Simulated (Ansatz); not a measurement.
The input, for Ansatz 0.2.0:

```yaml
crystal:
  periodic: [false, false, false]
  atoms:
    - {symbol: Mg, position_ang: [0.000000, 0.000000, 0.000000]}
    - {symbol: Mg, position_ang: [0.000000, 0.000000, 3.347000]}
basis:
  gaussian: {orbitals: 6-31G}
total_charge: 1
magnetization: {spin_polarized: false, initial_magnetization: 1}
correlation: {method: sc_nevpt2, electrons: outside_noble_gas, active_space: {window: {electrons: 1, orbitals: 5}, states: [{multiplicity: 2, weights: [0.5, 0.5, 0.5]}], root: 1}}
output: {forces: true}
```

```sh
$ ansatz run in.yaml --threads 1 --pin off --events-out ev --progress --plain --max-ram 2393MiB
```

The program prints:

```
485 factors; integrals over basis functions are off by at most 1.1e-7 eV
mean field evaluation 1: about -10856.6333 eV, gradient 1.8e0 eV
mean field evaluation 2: about -10856.6389 eV, gradient 1.9e0 eV
mean field evaluation 4: about -10856.7058 eV, gradient 9.4e-2 eV
mean field evaluation 8: about -10856.7061 eV, gradient 1.6e-6 eV
mean field evaluation 16: about -10856.7156 eV, gradient 2.6e-3 eV
mean field evaluation 32: about -10856.6983 eV, gradient 3.9e-1 eV
mean field -10856.71556797 eV, -398.9769381769 hartree, gradient 8.4e-7 eV, S^2 0.750000; 4 other end points of the search recorded, 0 dependent functions left out
reference -10856.70605547 eV, -398.9765885990 hartree; 12, 11 occupied and 14, 15 virtual orbitals, 485 factors
state -10856.70803853 eV, -398.9766614749 hartree
state -10853.77275118 eV, -398.8687916544 hartree
state -10853.77275118 eV, -398.8687916544 hartree
state -10856.70803853 eV, -398.9766614749 hartree; corrected -10857.40249808 eV, -399.0021823927 hartree
state -10853.77275118 eV, -398.8687916544 hartree; corrected -10854.51105795 eV, -398.8959239277 hartree
state -10853.77275118 eV, -398.8687916544 hartree; corrected -10854.51105795 eV, -398.8959239277 hartree
WARN: 2 active orbitals are nearly empty or full. The corrections depend on them more than the energy does, and are more stable in an active space without them
the calculation of the forces begins
Error: an active orbital is full or empty, and SC-NEVPT2 has no forces then: leave it out of the active space
```

The run gave no result to rely on (stopped by an error).

Ran on 1 thread of Arm Neoverse V2, shared host: 0.69 s wall, 0.08 GiB peak host memory.
